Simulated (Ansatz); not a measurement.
Input for Ansatz (development build ahead of 0.2.0):

```yaml
crystal:
  periodic: [false, false, false]
  atoms:
    - { symbol: S, position_ang: [-0.04225, 0.02806, -0.03206] }
    - { symbol: O, position_ang: [1.69633, -0.03839, 0.03174] }
    - { symbol: O, position_ang: [-0.89664, 1.54655, -0.01542] }
    - { symbol: O, position_ang: [-0.88788, -1.53552, 0.04081] }
basis:
  gaussian: { orbitals: def2-SVP }
hamiltonian:
  xc: hf
```

The input is written out in the form of the current development build from the run's settings.

The run gave:

```json
{
 "Converged": "yes",
 "Total energy": "-621.40430 hartree",
 "Spin squared of the determinant": "0.000"
}
```

Caution: stretched shape with no unrestricted run beside it, a lower state can exist.
